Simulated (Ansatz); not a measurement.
Reaction (SMILES): [CH] (CH) → C atom + H atom
B3LYP-D3(BJ)/def2-TZVP geometries, fixed; electronic energies without zero-point terms.
Largest species:
```xyz
2

C      0.0000     0.0000    -0.1605
H      0.0000     0.0000     0.9630
```
Charge 0, spin multiplicity 2.

Basis-set convergence of the atomisation energy at B3LYP with Ansatz (an electronic-structure program). Cartesian d functions, on some or all atoms, in 6-31G*, 6-31G**, 6-31+G*; all else is spherical. The program fits the integrals of some runs and decomposes those of others, by size. Open shells are unrestricted. No added dispersion term, no relativity. Functions are those of the species that has most. Reference: the value in aug-cc-pV5Z, 85.56 kcal/mol, itself unsure by roughly 0.02 kcal/mol (its mean distance from pcseg-4, aug-pcseg-3, aug-cc-pVQZ). Deviations are taken from unrounded values.

```
basis              functions  atomisation energy (kcal/mol)  minus reference (kcal/mol)
-----------------  ---------  -----------------------------  --------------------------
6-31G                     11                          78.64                       -6.92
def2-SV(P)                16                          82.52                       -3.04
6-31G*                    17                          83.19                       -2.37
def2-SVP                  19                          84.01                       -1.55
6-31G**                   20                          84.21                       -1.35
6-31+G*                   21                          83.77                       -1.79
6-311+G**                 28                          84.45                       -1.11
def2-TZVP                 37                          85.04                       -0.52
cc-pVTZ                   44                          85.04                       -0.52
pcseg-2                   44                          85.15                       -0.41
def2-TZVPP                45                          85.28                       -0.28
def2-TZVPD                46                          85.23                       -0.33
def2-TZVPPD               54                          85.42                       -0.14
6-311++G(3df,3pd)         57                          85.60                        0.04
aug-pcseg-2               69                          85.42                       -0.14
def2-QZVPP                87                          85.40                       -0.16
aug-pcseg-3              134                          85.53                       -0.03
pcseg-4                  162                          85.54                       -0.02
```
